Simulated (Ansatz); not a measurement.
# C₃H₆F radical: a ladder of functionals and wavefunction methods

An exercise on one series of results from a longer session: the logs are not shown, and one member is left open.

Method: functionals in def2-TZVPP, the program's frozen cores in correlated methods; program: Ansatz 0.2.0, Gaussian basis.

Levels to be run: LDA (SPW92), PBE-D4, revPBE-D4, BLYP-D4, r2SCAN-D4, B97M-V, PBE0-D4, B3LYP-D4, r2SCANh-D4, r2SCAN0-D4, HSE06-D4, BHLYP-D4, CAM-B3LYP-D4, LC-ωPBE, ωB97X-V, ωB97M-V, B2PLYP, PBE-QIDH; CCSD(T)/def2-SVP; CCSD(T)/def2-TZVPP; MP2/def2-QZVPP; extrapolation to the limit; RPA on PBE.

**The relaxed structure**

An earlier PBE0-D4 in a triple-zeta def2 set relaxation fixed the geometry.

SMILES `[CH2]C(C)F`, 10 atoms, charge 0, spin multiplicity 2.

Atoms are counted from 1 here; the program's logs count them from 0.

Bond lengths: C1–C2 1.476 Å, C1–H5 1.082 Å, C1–H6 1.082 Å, C2–C3 1.512 Å, C2–F4 1.396 Å, C2–H7 1.103 Å, C3–H8 1.091 Å, C3–H9 1.092 Å, C3–H10 1.091 Å. Angles: C2–C1–H5 119.6°, C2–C1–H6 120.4°, H5–C1–H6 119.5°, C1–C2–C3 114.0°, C1–C2–F4 109.1°, C1–C2–H7 110.2°, C3–C2–F4 108.8°, C3–C2–H7 109.2°, F4–C2–H7 105.2°, C2–C3–H8 110.3°, C2–C3–H9 110.0°, C2–C3–H10 110.3°, H8–C3–H9 108.7°, H8–C3–H10 109.0°, H9–C3–H10 108.6°.

The first run:

in.yaml

```yaml
crystal:
  periodic: [false, false, false]
  atoms:
    - {symbol: C, position_ang: [-1.092140, 0.803343, -0.313290]}
    - {symbol: C, position_ang: [0.140211, 0.022548, -0.534285]}
    - {symbol: C, position_ang: [0.712815, -0.591790, 0.723340]}
    - {symbol: F, position_ang: [-0.123023, -0.995789, -1.451755]}
    - {symbol: H, position_ang: [-1.811717, 0.904481, -1.114520]}
    - {symbol: H, position_ang: [-1.220558, 1.379886, 0.593071]}
    - {symbol: H, position_ang: [0.908912, 0.651931, -1.013117]}
    - {symbol: H, position_ang: [-0.019245, -1.254141, 1.188729]}
    - {symbol: H, position_ang: [0.976726, 0.192795, 1.435956]}
    - {symbol: H, position_ang: [1.611119, -1.164363, 0.488871]}
basis:
  gaussian: {orbitals: def2-TZVPP}
magnetization: {spin_polarized: true, initial_magnetization: 1}
hamiltonian: {xc: lda}
output: {orbitals: {seedname: orbitals}}
```

On the command line:

```
$ ansatz run in.yaml --threads 4 --pin off --events-out ev --progress --plain --max-ram 10444MiB
```

Among the steps run: LDA; PBE-D4 (GGA); revPBE-D4 (GGA); BLYP-D4 (GGA); r2SCAN-D4 (meta-GGA); B97M-V (meta-GGA); B3LYP-D4 (hybrid); r2SCANh-D4 (hybrid); r2SCAN0-D4 (hybrid); HSE06-D4 (hybrid); BHLYP-D4 (hybrid); CAM-B3LYP-D4 (range-separated); LC-ωPBE (range-separated); ωB97X-V (range-separated); ωB97M-V (range-separated); B2PLYP (double hybrid); PBE-QIDH (double hybrid).

One of the session's tables, all rows but one given; the rest of the session is left out.

It belongs to the step «Orbital energies across the functionals». 

```
  functional  HOMO (eV)  LUMO (eV)  gap (eV)
 LDA (SPW92)      -5.10      -3.56      1.54
      PBE-D4      -5.13      -2.95      2.18
   revPBE-D4      -5.09      -2.78      2.32
     BLYP-D4      -4.95      -2.99      1.96
   r2SCAN-D4      -5.60      -2.22      3.38
      B97M-V      -5.38      -2.65      2.73
     PBE0-D4      -6.54      -1.66      4.88
    B3LYP-D4      -6.22      -2.16      4.05
  r2SCANh-D4      -6.12      -1.79      4.32
  r2SCAN0-D4      -6.90      -1.17      5.72
    HSE06-D4      -6.13      -2.06      4.07
    BHLYP-D4      -7.77      -0.57      7.20
CAM-B3LYP-D4      -7.89      -0.70      7.20
     LC-ωPBE      -9.43       0.91     10.33
     ωB97X-V          ?          ?         ?
     ωB97M-V      -8.61       0.16      8.77
```

Estimate the missing values for ωB97X-V.

The run gave: HOMO (eV): -8.81; LUMO (eV): 0.33; gap (eV): 9.14. In the column «HOMO (eV)» it lies between LC-ωPBE (-9.43) and ωB97M-V (-8.61).
